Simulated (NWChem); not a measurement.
**Total energies of nitrogen dioxide (NO$_{2}$)**

SMILES: O=N[O]
```xyz
3

O     -1.0994     0.0000     0.1399
N      0.0000     0.0000    -0.3199
O      1.0994     0.0000     0.1399
```
Charge 0, spin multiplicity 2.

Program: NWChem. Structure: optimised with UB3LYP/def2-SVP, a minimum by its harmonic frequencies.

Basis set: STO-3G (15 functions).

| method | total energy (Ha) |
|---|---|
| UHF | -201.27124 |
| UMP2 | -201.47049 |
| UB2PLYP | -201.99777 |
| UPBE | -202.06887 |
| UB3LYP | -202.23625 |
| UBHandHLYP | -202.14632 |

Total energies of different functionals aren't comparable as a measure of quality: only differences taken within one method are. 

The correlated methods keep 3 core orbitals frozen. B3LYP has NWChem's definition, with VWN1-RPA local correlation. The unpaired electrons of the parent sit in orbitals of symmetry a1 (C2v labels of the run); other states weren't searched. The stability of the SCF solutions was not checked. Open-shell Hartree-Fock references start from PBE0 orbitals.
